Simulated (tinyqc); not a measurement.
Worked calculation: UHF in the sto-3g basis, for NH, spin multiplicity 3. One step of it, computed by the program tinyqc.

Task: Iteration 1: building the Fock matrix. J_ij = sum D_kl (ij|kl) with D = D(alpha) + D(beta), K_ij = sum D_kl (ik|jl) for each spin; F = H + J - K(s); E = tr D H + tr D J / 2 - 0.5 sum_s tr D(s) K(s) + E_nn.

D(alpha) at the start, order 1N 1s, 1N 2s, 1N 2px, 1N 2py, 1N 2pz, 2H 1s:
$$\begin{pmatrix}
1.331505 & -0.309257 & 0.000000 & 0.000000 & 0.004099 & -0.010128 \\
-0.309257 & 1.318690 & 0.000000 & 0.000000 & -0.017036 & 0.044138 \\
0.000000 & 0.000000 & 0.620421 & 0.000000 & 0.000000 & 0.000000 \\
0.000000 & 0.000000 & 0.000000 & 0.620421 & 0.000000 & 0.000000 \\
0.004099 & -0.017036 & 0.000000 & 0.000000 & 0.598072 & 0.039559 \\
-0.010128 & 0.044138 & 0.000000 & 0.000000 & 0.039559 & 0.606288
\end{pmatrix}$$

D(beta) at the start, order 1N 1s, 1N 2s, 1N 2px, 1N 2py, 1N 2pz, 2H 1s:
$$\begin{pmatrix}
0.798903 & -0.185554 & 0.000000 & 0.000000 & 0.002459 & -0.006077 \\
-0.185554 & 0.791214 & 0.000000 & 0.000000 & -0.010222 & 0.026483 \\
0.000000 & 0.000000 & 0.372252 & 0.000000 & 0.000000 & 0.000000 \\
0.000000 & 0.000000 & 0.000000 & 0.372252 & 0.000000 & 0.000000 \\
0.002459 & -0.010222 & 0.000000 & 0.000000 & 0.358843 & 0.023735 \\
-0.006077 & 0.026483 & 0.000000 & 0.000000 & 0.023735 & 0.363773
\end{pmatrix}$$

core Hamiltonian H = T + V (hartree), order 1N 1s, 1N 2s, 1N 2px, 1N 2py, 1N 2pz, 2H 1s:
$$\begin{pmatrix}
-24.581471 & -5.652149 & 0.000000 & 0.000000 & -0.008644 & -0.617012 \\
-5.652149 & -6.642556 & 0.000000 & 0.000000 & -0.108258 & -1.599298 \\
0.000000 & 0.000000 & -5.273609 & 0.000000 & 0.000000 & 0.000000 \\
0.000000 & 0.000000 & 0.000000 & -5.273609 & 0.000000 & 0.000000 \\
-0.008644 & -0.108258 & 0.000000 & 0.000000 & -5.337701 & -1.379848 \\
-0.617012 & -1.599298 & 0.000000 & 0.000000 & -1.379848 & -3.151476
\end{pmatrix}$$

Two-electron integrals (ij|kl) in chemists' order, unique and non-zero (hartree):
```
(11|11) 4.166630   (21|11) 0.640849   (21|21) 0.117461   (22|11) 0.969864
(22|21) 0.220936   (22|22) 0.708245   (31|31) 0.020960   (32|31) 0.032452
(32|32) 0.156449   (33|11) 0.967124   (33|21) 0.220977   (33|22) 0.708086
(33|33) 0.762805   (41|41) 0.020960   (42|41) 0.032452   (42|42) 0.156449
(43|43) 0.041119   (44|11) 0.967124   (44|21) 0.220977   (44|22) 0.708086
(44|33) 0.680568   (44|44) 0.762805   (51|51) 0.020960   (52|51) 0.032452
(52|52) 0.156449   (53|53) 0.041119   (54|54) 0.041119   (55|11) 0.967124
(55|21) 0.220977   (55|22) 0.708086   (55|33) 0.680568   (55|44) 0.680568
(55|55) 0.762805   (61|11) 0.069866   (61|21) 0.012721   (61|22) 0.023854
(61|33) 0.023799   (61|44) 0.023799   (61|51) 0.000628   (61|52) 0.001199
(61|55) 0.023968   (61|61) 0.001398   (62|11) 0.201431   (62|21) 0.046591
(62|22) 0.169126   (62|33) 0.165459   (62|44) 0.165459   (62|51) 0.003850
(62|52) 0.031660   (62|55) 0.176289   (62|61) 0.005192   (62|62) 0.055520
(63|31) 0.004348   (63|32) 0.026493   (63|53) 0.006065   (63|63) 0.006633
(64|41) 0.004348   (64|42) 0.026493   (64|54) 0.006065   (64|64) 0.006633
(65|11) 0.172478   (65|21) 0.040348   (65|22) 0.155968   (65|33) 0.148795
(65|44) 0.148795   (65|51) 0.007182   (65|52) 0.053137   (65|55) 0.170131
(65|61) 0.004653   (65|62) 0.061475   (65|65) 0.073676   (66|11) 0.383416
(66|21) 0.090029   (66|22) 0.375514   (66|33) 0.359731   (66|44) 0.359731
(66|51) 0.008178   (66|52) 0.094781   (66|55) 0.406598   (66|61) 0.010082
(66|62) 0.167483   (66|65) 0.207336   (66|66) 0.774606
```

nuclear repulsion = 2.70382517 hartree

Give: Coulomb J; exchange K(alpha); exchange K(beta); F(alpha); F(beta); total energy of this density.

Result:

Coulomb J (hartree), order 1N 1s, 1N 2s, 1N 2px, 1N 2py, 1N 2pz, 2H 1s:
$$\begin{pmatrix}
13.5542 & 2.4640 & 0.0000 & 0.0000 & 0.0079 & 0.2678 \\
2.4640 & 5.8324 & 0.0000 & 0.0000 & 0.0950 & 1.4133 \\
0.0000 & 0.0000 & 5.8101 & 0.0000 & 0.0000 & 0.0000 \\
0.0000 & 0.0000 & 0.0000 & 5.8101 & 0.0000 & 0.0000 \\
0.0079 & 0.0950 & 0.0000 & 0.0000 & 5.8569 & 1.3310 \\
0.2678 & 1.4133 & 0.0000 & 0.0000 & 1.3310 & 3.4192
\end{pmatrix}$$

exchange K(alpha) (hartree), order 1N 1s, 1N 2s, 1N 2px, 1N 2py, 1N 2pz, 2H 1s:
$$\begin{pmatrix}
5.3456 & 0.8723 & 0.0000 & 0.0000 & 0.0039 & 0.1048 \\
0.8723 & 1.2916 & 0.0000 & 0.0000 & 0.0405 & 0.4056 \\
0.0000 & 0.0000 & 0.7443 & 0.0000 & 0.0000 & 0.0000 \\
0.0000 & 0.0000 & 0.0000 & 0.7443 & 0.0000 & 0.0000 \\
0.0039 & 0.0405 & 0.0000 & 0.0000 & 0.7841 & 0.2980 \\
0.1048 & 0.4056 & 0.0000 & 0.0000 & 0.2980 & 0.6227
\end{pmatrix}$$

exchange K(beta) (hartree), order 1N 1s, 1N 2s, 1N 2px, 1N 2py, 1N 2pz, 2H 1s:
$$\begin{pmatrix}
3.2073 & 0.5234 & 0.0000 & 0.0000 & 0.0023 & 0.0629 \\
0.5234 & 0.7749 & 0.0000 & 0.0000 & 0.0243 & 0.2434 \\
0.0000 & 0.0000 & 0.4466 & 0.0000 & 0.0000 & 0.0000 \\
0.0000 & 0.0000 & 0.0000 & 0.4466 & 0.0000 & 0.0000 \\
0.0023 & 0.0243 & 0.0000 & 0.0000 & 0.4704 & 0.1788 \\
0.0629 & 0.2434 & 0.0000 & 0.0000 & 0.1788 & 0.3736
\end{pmatrix}$$

F(alpha) (hartree), order 1N 1s, 1N 2s, 1N 2px, 1N 2py, 1N 2pz, 2H 1s:
$$\begin{pmatrix}
-16.3728 & -4.0605 & 0.0000 & 0.0000 & -0.0046 & -0.4541 \\
-4.0605 & -2.1017 & 0.0000 & 0.0000 & -0.0538 & -0.5916 \\
0.0000 & 0.0000 & -0.2078 & 0.0000 & 0.0000 & 0.0000 \\
0.0000 & 0.0000 & 0.0000 & -0.2078 & 0.0000 & 0.0000 \\
-0.0046 & -0.0538 & 0.0000 & 0.0000 & -0.2649 & -0.3468 \\
-0.4541 & -0.5916 & 0.0000 & 0.0000 & -0.3468 & -0.3550
\end{pmatrix}$$

F(beta) (hartree), order 1N 1s, 1N 2s, 1N 2px, 1N 2py, 1N 2pz, 2H 1s:
$$\begin{pmatrix}
-14.2346 & -3.7116 & 0.0000 & 0.0000 & -0.0031 & -0.4121 \\
-3.7116 & -1.5851 & 0.0000 & 0.0000 & -0.0376 & -0.4294 \\
0.0000 & 0.0000 & 0.0900 & 0.0000 & 0.0000 & 0.0000 \\
0.0000 & 0.0000 & 0.0000 & 0.0900 & 0.0000 & 0.0000 \\
-0.0031 & -0.0376 & 0.0000 & 0.0000 & 0.0487 & -0.2276 \\
-0.4121 & -0.4294 & 0.0000 & 0.0000 & -0.2276 & -0.1059
\end{pmatrix}$$

total energy of this density = -54.191687 hartree

This density is the starting one; it is not idempotent, so its energy is not variational and may lie below the converged one.
